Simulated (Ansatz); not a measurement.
Cost and result up the ladder for BH2(SMe) (CH₅BS) (8 atoms). Charge 0, multiplicity 1. Geometry: PBE0-D4/def2-TZVP.

Cartesian coordinates in Å:
```
B 1.048 0.103 1.186
H 0.640 1.223 1.239
H 1.892 -0.316 1.918
S 0.425 -1.033 0.010
C -0.815 -0.125 -0.943
H -0.931 0.879 -0.539
H -1.763 -0.658 -0.889
H -0.497 -0.072 -1.984
```

Ansatz on 4 threads of Arm Neoverse V1 on a shared host. Times are rough, and most runs start from the orbitals of an earlier one. CAM-B3LYP-D4/def2-TZVP serves as the yardstick here, not as an exact answer. Differences are given only for rows in sets of like size (and for xTB, whose basis is part of the method), since another set adds its own error. Binding counts from free atoms at the same level (B doublet, H doublet, S triplet, C triplet; other spins of the atoms weren't run), without zero-point energy or a counterpoise term.

B3LYP takes the VWN-RPA correlation. HSE06 is defined as in plane-wave codes, on full-range PBE exchange. Correlated methods freeze 7 core orbitals.

Correlated methods converge slowly with the basis.

| level | functions | wall time | binding energy per atom (eV) | difference from CAM-B3LYP-D4/def2-TZVP (eV) |
| --- | --- | --- | --- | --- |
| HF/6-31G | 41 | 0.15 s | 2.58 | – |
| B3LYP-D4/6-31G | 41 | 0.35 s | 3.52 | – |
| HF/def2-TZVP | 129 | 0.45 s | 2.77 | -0.87 |
| PBE-D4/def2-SVP | 71 | 0.45 s | 3.69 | – |
| PBE0-D4/def2-SVP | 71 | 0.45 s | 3.66 | – |
| LDA (SPW92)/def2-TZVP | 129 | 0.5 s | 4.09 | 0.45 |
| PBE-D4/def2-TZVP | 129 | 0.75 s | 3.69 | 0.04 |
| PBE0-D4/def2-TZVP | 129 | 1 s | 3.65 | 0.01 |
| HSE06-D4/def2-TZVP | 129 | 1.1 s | 3.65 | 0.01 |
| CAM-B3LYP-D4/def2-TZVP | 129 | 1.1 s | 3.64 | 0.00 |
| MP2/def2-TZVP | 129 | 1.2 s | 3.52 | -0.12 |
| r2SCAN0-D4/def2-TZVP | 129 | 1.8 s | 3.62 | -0.02 |
| B97M-V/def2-TZVP | 129 | 3 s | 3.66 | 0.01 |
| CCSD(T)/def2-TZVPP | 174 | 14 s | 3.54 | -0.10 |
